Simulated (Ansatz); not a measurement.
## What a trial cell of Al relaxes into

These are results of DFT r2SCAN, scalar-relativistic, plane waves, PAW in Ansatz, not measurements. Cutoff 500 eV, Γ-centred k mesh, Gaussian smearing, no spin polarisation in the final step.

Al was placed on the simple cubic structure type (Pm-3m, No. 221), at a guessed volume.

```xyz
1
Lattice="2.5837 0.0000 0.0000 0.0000 2.5837 0.0000 0.0000 0.0000 2.5837" Properties=species:S:1:pos:R:3 pbc="T T T"
Al    0.0000    0.0000    0.0000
```

Cell and atoms relax at zero pressure; the relaxation can't lower the symmetry of the start. After a coarse first stage the cell is made exact in the group found at 0.06 Å.

Energies count from the standard state of Al at the same level.

Describe the relaxed structure.

It keeps Pm-3m (No. 221). The result has the simple cubic structure. Conventional cell: a = 2.708 Å. Around Al lie 6 Al at 2.71 Å.

```
Al
1.0
     2.70754    0.00000    0.00000
     0.00000    2.70754    0.00000
     0.00000    0.00000    2.70754
Al
1
Cartesian
  0.0000 0.0000 0.0000
```

What are its volume, energy, density and gap?

The volume per atom is 19.85 Å³, the density is 2.26 g/cm³ and the energy over the standard structure is 0.46 eV/atom. The gap on the 20×20×20 mesh is 0 eV (a metal).

The final run used a 20×20×20 mesh on its 1-atom cell and 0.10 eV smearing. For metals, differences of a few meV/atom aren't resolved. Symmetry constrained the relaxation, so the result can be a saddle point. The steps took roughly 28 core-seconds in all.